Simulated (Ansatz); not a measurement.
Reaction (SMILES): P (PH3) → 3 H atom + P atom
B3LYP-D3(BJ)/def2-TZVP geometries, fixed; electronic energies without zero-point terms.

Basis-set convergence of the atomisation energy at wB97M-V with Ansatz (a program for electronic structure). Cartesian d functions, on some or all atoms, in 6-31G*, 6-31+G*, 6-311G**, 6-311+G**; all else is spherical. The program fits the integrals of some runs and decomposes those of others, by size. Open shells are unrestricted. The functional holds VV10 correlation; no added dispersion term, no relativity. Functions are those of the species that has most. Reference: the value in pcseg-4, 245.53 kcal/mol, itself unsure by roughly 0.05 kcal/mol (its mean distance from aug-pcseg-3, aug-cc-pV(Q+d)Z, cc-pV(5+d)Z). Deviations are taken from unrounded values.

```tsv
basis	functions	atomisation energy (kcal/mol)
6-31G*	25	242.90
6-31+G*	29	242.95
def2-SVP	33	245.43
def2-SVPD	48	247.07
pcseg-1	33	240.93
aug-pcseg-1	54	241.26
cc-pV(D+d)Z	38	245.48
aug-cc-pV(D+d)Z	59	243.36
6-311G**	45	241.89
6-311+G**	49	241.61
def2-TZVP	55	245.20
def2-TZVPD	70	245.21
pcseg-2	76	244.30
aug-pcseg-2	119	244.69
cc-pV(T+d)Z	81	245.59
aug-cc-pV(T+d)Z	124	245.14
def2-TZVPP	84	245.98
def2-TZVPPD	99	245.95
cc-pV(Q+d)Z	154	245.66
aug-cc-pV(Q+d)Z	227	245.47
def2-QZVPP	160	245.42
def2-QZVPPD	175	245.45
pcseg-3	163	245.42
aug-pcseg-3	236	245.45
```

What the diffuse functions change, pair by pair:
- 6-31G* to 6-31+G*: 4 more functions, deviation -2.64 to -2.59 kcal/mol
- def2-SVP to def2-SVPD: 15 more functions, deviation -0.10 to 1.53 kcal/mol
- pcseg-1 to aug-pcseg-1: 21 more functions, deviation -4.61 to -4.27 kcal/mol
- cc-pV(D+d)Z to aug-cc-pV(D+d)Z: 21 more functions, deviation -0.06 to -2.18 kcal/mol
- 6-311G** to 6-311+G**: 4 more functions, deviation -3.65 to -3.93 kcal/mol
- def2-TZVP to def2-TZVPD: 15 more functions, deviation -0.34 to -0.32 kcal/mol
- pcseg-2 to aug-pcseg-2: 43 more functions, deviation -1.23 to -0.85 kcal/mol
- cc-pV(T+d)Z to aug-cc-pV(T+d)Z: 43 more functions, deviation 0.05 to -0.40 kcal/mol
- def2-TZVPP to def2-TZVPPD: 15 more functions, deviation 0.44 to 0.41 kcal/mol
- cc-pV(Q+d)Z to aug-cc-pV(Q+d)Z: 73 more functions, deviation 0.12 to -0.07 kcal/mol
- def2-QZVPP to def2-QZVPPD: 15 more functions, deviation -0.11 to -0.09 kcal/mol
- pcseg-3 to aug-pcseg-3: 73 more functions, deviation -0.11 to -0.08 kcal/mol

They bring the value nearer the reference by more than 0.05 kcal/mol in 3 of 12 pairs.
